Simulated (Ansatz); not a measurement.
# C₂HNa: up Jacob's ladder to CCSD(T)

One table from this session's results is given with a row withheld; the runs are named, their logs left out.

The runs use Ansatz 0.2.0, Gaussian basis; functionals in def2-TZVPP, the program's frozen cores in correlated methods.

Plan: LDA (SPW92), PBE-D4, revPBE-D4, BLYP-D4, r2SCAN-D4, B97M-V, PBE0-D4, B3LYP-D4, r2SCANh-D4, r2SCAN0-D4, HSE06-D4, BHLYP-D4, CAM-B3LYP-D4, LC-ωPBE, ωB97X-V, ωB97M-V, B2PLYP, PBE-QIDH; CCSD(T)/def2-SVP; CCSD(T)/def2-TZVPP; CCSD(T)/def2-QZVPP; extrapolation to the limit; RPA on PBE.

## Structure used throughout

The geometry comes from an earlier relaxation with PBE0-D4 in a triple-zeta def2 set; it is a stationary point.

SMILES `C#[C][Na]`, 4 atoms, charge 0, spin multiplicity 1.

Atoms are counted from 1 here; the program's logs count them from 0.

Bond lengths: C1–C2 1.222 Å, C1–H4 1.067 Å, C2–Na3 2.213 Å. Angles: C2–C1–H4 180.0°, C1–C2–Na3 180.0°.

The first run:

in.yaml reads:

```yaml
crystal:
  periodic: [false, false, false]
  atoms:
    - {symbol: C, position_ang: [-0.068551, 0.869525, -0.131389]}
    - {symbol: C, position_ang: [0.043936, -0.335154, 0.040355]}
    - {symbol: Na, position_ang: [0.247430, -2.516572, 0.351648]}
    - {symbol: H, position_ang: [-0.167315, 1.921801, -0.281012]}
basis:
  gaussian: {orbitals: def2-TZVPP}
hamiltonian: {xc: lda}
output: {orbitals: {seedname: orbitals}}
```

Command:

```
> ansatz run in.yaml --threads 2 --pin off --events-out ev --progress --plain --max-ram 32768MiB --backend cpu
```

Among the steps run: LDA; PBE-D4 (GGA); revPBE-D4 (GGA); BLYP-D4 (GGA); r2SCAN-D4 (meta-GGA); B97M-V (meta-GGA); B3LYP-D4 (hybrid); r2SCANh-D4 (hybrid); r2SCAN0-D4 (hybrid); HSE06-D4 (hybrid); BHLYP-D4 (hybrid); CAM-B3LYP-D4 (range-separated); LC-ωPBE (range-separated); ωB97X-V (range-separated); ωB97M-V (range-separated); B2PLYP (double hybrid); PBE-QIDH (double hybrid).

One of the session's tables, all rows but one given; the rest of the session is left out.

It belongs to the step «Frontier levels by functional». 

```
  functional  HOMO (eV)  LUMO (eV)  gap (eV)
 LDA (SPW92)      -5.01      -1.86      3.15
      PBE-D4      -4.80      -1.98      2.82
   revPBE-D4      -4.72      -2.05      2.67
     BLYP-D4      -4.66      -2.08      2.58
   r2SCAN-D4      -4.90      -1.22      3.68
      B97M-V      -4.83      -1.75      3.08
     PBE0-D4      -5.88      -1.42      4.45
    B3LYP-D4      -5.67      -1.75      3.92
  r2SCANh-D4      -5.33      -1.12      4.21
  r2SCAN0-D4      -5.97      -0.98      5.00
    HSE06-D4      -5.47      -1.71      3.76
    BHLYP-D4      -6.84      -1.19      5.65
CAM-B3LYP-D4      -7.25      -1.03      6.21
     LC-ωPBE          ?          ?         ?
     ωB97X-V      -8.23      -0.27      7.96
     ωB97M-V      -8.16      -0.86      7.30
```

Q: Estimate the row for LC-ωPBE from the others.

As computed: HOMO (eV): -8.63; LUMO (eV): -0.32; gap (eV): 8.31. In the column «HOMO (eV)» it is the lowest.
